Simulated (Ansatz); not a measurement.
# NH2O (quartet): the correlation ladder at distance O1–H3 along a hydrogen transfer = 1.198 Å, cc-pVTZ

The task here is to estimate one member of a computed series from the others.

The runs use Ansatz 0.2.0, Gaussian basis; cc-pVTZ, core rule «outside noble gas», up to 2 orbitals frozen.

To be run: UHF; CCSD(T) on ROHF; CCSD(T) on UHF; BCCD(T) on ROHF; CISD; CCSDT(Q) on ROHF; CCSDT(Q) on UHF; CASSCF and NEVPT2, 5 electrons in 5 orbitals; CASSCF and NEVPT2, 13 electrons in 10 orbitals.

**The geometry**

The geometry derives from fragments relaxed apart (PBE0/def2-TZVP) and kept rigid, so it is no stationary point. A hydrogen atom is moved between rigid fragments.

4 atoms, charge 0, spin multiplicity 4.

Atoms are counted from 1 here; the program's logs count them from 0.

Bond lengths: O1–H2 0.960 Å, O1–H3 1.198 Å. Angles: H2–O1–H3 105.1°.

The first run:

in.yaml reads:

```yaml
crystal:
  periodic: [false, false, false]
  atoms:
    - {symbol: O, position_ang: [-1.147879, -0.029165, 0.000000]}
    - {symbol: H, position_ang: [-1.397188, 0.897410, 0.000000]}
    - {symbol: H, position_ang: [0.050121, -0.029165, 0.000000]}
    - {symbol: N, position_ang: [1.408121, -0.029165, 0.000000]}
basis:
  gaussian: {orbitals: cc-pVTZ}
magnetization: {spin_polarized: true, initial_magnetization: 3}
hamiltonian: {xc: hf}
output: {orbitals: {seedname: orbitals}}
```

On the command line:

```console
> ansatz run in.yaml --threads 1 --pin off --events-out ev --progress --plain --max-ram 2816MiB --backend cpu
```

Steps of the session up to this table: UHF; CCSD(T) on ROHF; CCSD(T) on UHF; BCCD(T) on ROHF; CISD; CCSDT(Q) on ROHF; CCSDT(Q) on UHF; CASSCF and NEVPT2, 5 electrons in 5 orbitals; CASSCF and NEVPT2, 13 electrons in 10 orbitals.

One table of the session follows, with a row left open; its other results are not shown here.

It belongs to the step «Misses and costs». 

| method | from UCCSDT(Q) (meV) |
| --- | --- |
| ROHF | +11425.3 |
| UHF | +11178.0 |
| RMP2 | +1003.7 |
| UMP2 | +1006.6 |
| CISD | +1223.0 |
| RCCSD | +406.3 |
| UCCSD | +392.5 |
| RCCSD(T) | +42.0 |
| UCCSD(T) | ? |
| BCCD(T) | +41.1 |
| RCCSDT | +23.6 |
| UCCSDT | +19.9 |
| RCCSDT(Q) | +4.9 |
| UCCSDT(Q) | 0 |
| CASSCF pair | +10591.7 |
| NEVPT2 pair | +975.4 |
| CASSCF valence | +9568.4 |
| NEVPT2 valence | +1449.2 |

Q: Estimate the row for UCCSD(T) from the others.

**Answer.** from UCCSDT(Q) (meV): +39.4. In the column «from UCCSDT(Q) (meV)» it lies between RCCSDT (+23.6) and BCCD(T) (+41.1).

Caveats from the session: Restricted and unrestricted rows rest on different reference determinants; where their highest levels disagree by more than a few hundredths of an eV, they describe different states and don't form one ladder.
